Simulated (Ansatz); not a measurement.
# C₃H₄S: small, medium and large basis sets

One table from this session's results is given with a row withheld; the runs are named, their logs left out.

Program: Ansatz 0.2.0, Gaussian basis. Level of theory: one geometry, several basis sets. These are calculated values, not measurements.

Plan: PBE0-D4/def2-SVP; ωB97M-V/def2-SVP; PBE0-D4/def2-QZVPP; ωB97M-V/def2-QZVPP; CCSD(T)/cc-pV(D+d)Z; CCSD(T)/cc-pV(T+d)Z; CCSD(T)/cc-pV(Q+d)Z; the functionals' def2-TZVPP values are taken from earlier runs.

## Structure used throughout

The geometry comes from an earlier relaxation with PBE0-D4 in a triple-zeta def2 set; it is a stationary point, not always the lowest conformer.

SMILES `C#CCS`, 8 atoms, charge 0, spin multiplicity 1.

Atoms are counted from 1 here; the program's logs count them from 0.

Bond lengths: C1–C2 1.199 Å, C1–H5 1.064 Å, C2–C3 1.446 Å, C3–S4 1.827 Å, C3–H6 1.092 Å, C3–H7 1.092 Å, S4–H8 1.343 Å. Angles: C2–C1–H5 179.7°, C1–C2–C3 179.2°, C2–C3–S4 109.4°, C2–C3–H6 109.9°, C2–C3–H7 109.9°, S4–C3–H6 109.4°, S4–C3–H7 109.4°, H6–C3–H7 108.7°, C3–S4–H8 95.6°.

Set-up of the first run:

in.yaml reads:

```yaml
crystal:
  periodic: [false, false, false]
  atoms:
    - {symbol: C, position_ang: [-0.859924, 1.547080, -1.104745]}
    - {symbol: C, position_ang: [-0.247185, 0.762286, -0.436202]}
    - {symbol: C, position_ang: [0.478669, -0.197418, 0.365719]}
    - {symbol: S, position_ang: [-0.393755, -1.802369, 0.327241]}
    - {symbol: H, position_ang: [-1.400028, 2.247325, -1.696825]}
    - {symbol: H, position_ang: [0.546199, 0.154539, 1.397054]}
    - {symbol: H, position_ang: [1.488928, -0.323715, -0.028632]}
    - {symbol: H, position_ang: [0.479297, -2.444926, 1.120391]}
basis:
  gaussian: {orbitals: def2-SVP}
hamiltonian: {xc: pbe0, dispersion: d4}
output: {orbitals: {seedname: orbitals}}
```

The run is started by

```console
> ansatz run in.yaml --threads 2 --pin off --events-out ev --progress --plain --max-ram 32768MiB --backend cpu
```

Steps of the session up to this table: PBE0-D4 in def2-SVP; ωB97M-V in def2-SVP; PBE0-D4 in def2-QZVPP; ωB97M-V in def2-QZVPP.

One table of the session follows, with a row left open; its other results are not shown here.

It belongs to the step «Density functionals: the series». 

```
functional       basis  HOMO (eV)  LUMO (eV)
   PBE0-D4    def2-SVP      -6.84       0.54
   PBE0-D4  def2-TZVPP      -7.03       0.19
   PBE0-D4  def2-QZVPP          ?          ?
   ωB97M-V    def2-SVP      -9.07       2.61
   ωB97M-V  def2-TZVPP      -9.28       2.02
   ωB97M-V  def2-QZVPP      -9.33       1.44
```

**Question.** Estimate the row for PBE0-D4, def2-QZVPP.

As computed: HOMO (eV): -7.07; LUMO (eV): -0.02. In the column «HOMO (eV)» it lies between ωB97M-V, def2-SVP (-9.07) and PBE0-D4, def2-TZVPP (-7.03).
